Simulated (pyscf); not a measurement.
**Addition across a multiple bond or ene-type step: Al–Cl [singlet] + H₂C=CH₂ -> Al–CH₂–CH₂–Cl [singlet]**

Gas phase, singlet surface, charge 0. Bonds broken: Al1–Cl2. Bonds formed: Al1–C3, Cl2–C4. PySCF, gas phase, ωB97X-D3(BJ)/def2-SVP geometries. Correlated levels are frozen-core, on RHF or UHF. ΔMP2 is the change of the MP2 total energy from the triple- to the quadruple-zeta basis.

Transition state (Å):

```xyz
8

Al     0.6130     1.6710    -0.1383
Cl    -1.7713     0.9804    -0.7138
C      0.4417    -0.2741     0.6724
C     -0.9164    -0.6175     0.3231
H      1.2134    -0.8834     0.1790
H      0.6301    -0.1764     1.7518
H     -1.0879    -1.3634    -0.4583
H     -1.6711    -0.6554     1.1140
```

One imaginary mode, 336i cm⁻¹; descent along it reached the two sides named, in the forms told below.

```tsv
bond	change	reactant side (Å)	saddle	product side
Al1–Cl2	breaks	2.159	2.548	2.9
Al1–C3	forms	3.0	2.114	2.054
Cl2–C4	forms	3.4	2.088	1.852
```

Electronic energies relative to the separated reactants (eV):

```csv
level,barrier,reaction energy,reverse barrier
ωB97X-D3(BJ)/def2-TZVP,1.29,+1.21,0.08
PBE/def2-TZVP,1.07,+1.25,-0.18
r²SCAN/def2-TZVP,1.12,+1.29,-0.16
B3LYP-D3(BJ)/def2-TZVP,1.32,+1.38,-0.06
PBE0-D3(BJ)/def2-TZVP,1.10,+1.13,-0.03
M06-2X/def2-TZVP,1.33,+1.32,0.01
ωB97M-D3(BJ)/def2-TZVP,1.41,+1.37,0.04
HF/def2-TZVP,2.03,+1.82,0.21
MP2/def2-QZVPP,1.40,+1.32,0.08
CCSD/def2-TZVPP,1.58,+1.44,0.15
CCSD(T)/def2-TZVPP,1.46,+1.39,0.08
CCSD(T)/def2-TZVPP + ΔMP2(QZVPP),1.46,+1.39,0.07
```

With CCSD(T)/def2-TZVPP + ΔMP2(QZVPP) energies and thermal terms (ideal gas, 1 atm, RRHO with modes under 100 cm⁻¹ raised to 100, one conformer, R ln 2 for chiral ones without a mode under 150 cm⁻¹), in eV:

| T (K) | ΔH‡ | ΔG‡ | ΔH | ΔG |
|---|---|---|---|---|
| 298 | 1.46 | 1.90 | +1.43 | +1.85 |
| 600 | 1.47 | 2.34 | +1.45 | +2.26 |
| 900 | 1.48 | 2.78 | +1.49 | +2.66 |
| 1200 | 1.49 | 3.21 | +1.52 | +3.04 |

On the reactant side the descent ends in a complex, 0.19 eV under the separated species and 1.49 eV under the saddle at ωB97X-D3(BJ)/def2-TZVP. At PBE, r²SCAN, B3LYP-D3(BJ), PBE0-D3(BJ) this geometry lies under the product side: in single points on another level's saddle the reverse barrier vanishes, and the forward threshold there is about the reaction energy. Al–CH₂–CH₂–Cl [singlet] lies 0.94 eV over its isomer cyclic C₂H₄AlCl (SMILES [Cl][Al]1[CH2][CH2]1) (electronic energy, ωB97M-D3(BJ)/def2-TZVP). This is the saddle that the search found; another between the same sides may lie lower. The CCSD(T) − MP2 part came from Ansatz, without density fitting, on the same reference.
